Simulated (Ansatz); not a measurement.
The input, for Ansatz 0.2.0:

```yaml
crystal:
  periodic: [false, false, false]
  atoms:
    - {symbol: Al, position_ang: [0.000000, 0.000000, 0.793038]}
    - {symbol: C, position_ang: [0.000000, 0.000000, -1.429404]}
    - {symbol: H, position_ang: [0.000000, 1.045502, -2.097973]}
    - {symbol: H, position_ang: [0.000000, -1.045502, -2.097972]}
basis:
  gaussian: {orbitals: 6-31G}
magnetization: {spin_polarized: false, initial_magnetization: 3}
correlation: {method: fic_mrcisd_q, electrons: outside_noble_gas, active_space: {window: {electrons: 9, orbitals: 7}}}
```

```sh
$ ansatz run in.yaml --threads 1 --pin off --events-out ev --progress --plain --max-ram 2393MiB
```

Task: Roughly how long does this take on 1 thread of Intel Xeon 6975P-C, shared host, and how much host memory?

Result: 1.7 s wall and 0.16 GiB.

```
329 factors; integrals over basis functions are off by at most 2.9e-4 eV
mean field evaluation 1: about -7638.7179 eV, gradient 8.2e0 eV
mean field evaluation 2: about -7638.7184 eV, gradient 8.2e0 eV
mean field evaluation 4: about -7639.5024 eV, gradient 1.3e0 eV
mean field evaluation 8: about -7639.6100 eV, gradient 2.1e-1 eV
mean field evaluation 16: about -7639.3116 eV, gradient 2.6e-1 eV
mean field evaluation 32: about -7639.4535 eV, gradient 1.0e0 eV
mean field -7639.61044372 eV, -280.7505054928 hartree, gradient 1.8e-6 eV, S^2 3.750000; 6 other end points of the search recorded, 0 dependent functions left out
reference -7639.61044372 eV, -280.7505054928 hartree; 12, 9 occupied and 14, 17 virtual orbitals, 329 factors
state -7640.25911217 eV, -280.7743436187 hartree
contracted CI cycle   1: correlation 0.00000000 eV, 0.0000000000 hartree, residual 1.12e1 eV
contracted CI cycle   2: correlation -2.35988000 eV, -0.0867239905 hartree, residual 3.06e0 eV
contracted CI cycle   3: correlation -2.56424666 eV, -0.0942343267 hartree, residual 1.02e0 eV
contracted CI cycle   4: correlation -2.59099830 eV, -0.0952174313 hartree, residual 3.24e-1 eV
contracted CI cycle   5: correlation -2.59354303 eV, -0.0953109482 hartree, residual 1.01e-1 eV
contracted CI cycle   6: correlation -2.59385380 eV, -0.0953223688 hartree, residual 3.90e-2 eV
contracted CI cycle   7: correlation -2.59390528 eV, -0.0953242608 hartree, residual 1.64e-2 eV
contracted CI cycle   8: correlation -2.59391233 eV, -0.0953245200 hartree, residual 6.08e-3 eV
contracted CI cycle   9: correlation -2.59391315 eV, -0.0953245499 hartree, residual 2.05e-3 eV
contracted CI cycle  10: correlation -2.59391325 eV, -0.0953245536 hartree, residual 6.27e-4 eV
state -7640.25911217 eV, -280.7743436187 hartree; corrected -7643.05256271 eV, -280.8770010325 hartree
state -7640.20823286 eV, -280.7724738386 hartree
contracted CI cycle   1: correlation 0.00000000 eV, 0.0000000000 hartree, residual 1.16e1 eV
contracted CI cycle   2: correlation -2.41506520 eV, -0.0887520092 hartree, residual 3.25e0 eV
contracted CI cycle   3: correlation -2.63936207 eV, -0.0969947671 hartree, residual 1.11e0 eV
contracted CI cycle   4: correlation -2.66864497 eV, -0.0980708937 hartree, residual 3.14e-1 eV
contracted CI cycle   5: correlation -2.67079372 eV, -0.0981498587 hartree, residual 8.23e-2 eV
contracted CI cycle   6: correlation -2.67095229 eV, -0.0981556862 hartree, residual 2.69e-2 eV
contracted CI cycle   7: correlation -2.67097042 eV, -0.0981563527 hartree, residual 9.37e-3 eV
contracted CI cycle   8: correlation -2.67097294 eV, -0.0981564453 hartree, residual 3.11e-3 eV
contracted CI cycle   9: correlation -2.67097321 eV, -0.0981564550 hartree, residual 9.78e-4 eV
contracted CI cycle  10: correlation -2.67097323 eV, -0.0981564559 hartree, residual 3.36e-4 eV
state -7640.20823286 eV, -280.7724738386 hartree; corrected -7643.07690973 eV, -280.8778957691 hartree
state -7640.20823286 eV, -280.7724738386 hartree; corrected -7643.07690973 eV, -280.8778957691 hartree
the orbitals are reached from a further start. From the first start the search ends at -7640.25910655 eV, -280.7743434120 hartree
WARN: the results are in doubt because another end's mean lies 0.051 eV lower, and its corrected mean 0.024 eV higher
Total energy: -7643.07690973 eV, -280.8778957691 hartree
In doubt: another end's mean lies 0.051 eV lower, and its corrected mean 0.024 eV higher
```

Natural occupations: 1.9996 1.9992 1.9589 1.0021 1.0002 1.0000 0.0400.
